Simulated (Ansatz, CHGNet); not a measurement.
For 1T (CdI2-type) SnSe2, the machine-learned potential CHGNet-r²SCAN (trained on r²SCAN data) gives:

| Quantity | Value |
|---|---|
| lattice constant a | 3.831 Å |
| lattice parameter c | 6.444 Å |
| enthalpy of formation | -0.434 eV/atom |

Problem. What does PBE0 (PAW; Ansatz, a first-principles code) give for the same quantities?

Solution. 
- lattice constant a: 3.823 Å (falls by 0.2 %)
- lattice parameter c: 6.910 Å (goes up by 7.2 %)
- formation enthalpy: -0.443 eV/atom (moves by -0.009 eV/atom)

For comparison: lattice parameter c 6.14 Å (measured, temperature not stated, no zero-point or thermal correction; as tabulated in Gonzalez and Oleynik (2016), arXiv:1609.04381); formation enthalpy -0.43 eV/atom (measured, 298 K, no zero-point or thermal correction; as tabulated in Zhang et al. (2018), doi:10.1038/s41524-018-0065-z).

Changes are worked out from the printed values.

Unless a cell is named, each level is at its own relaxed cell (CHGNet-r²SCAN 27.30, PBE0 29.15 Å³/atom).

Levels without +SOC leave out spin–orbit coupling, which shifts energies and cells of such heavy elements.

Caveats: the cell comes from a level without a dispersion term, which matters for the spacing of layers, chains or molecules (PBE0). Ansatz's density-functional and Hartree–Fock values are scalar-relativistic unless marked +SOC, with PAW data made under PBE.
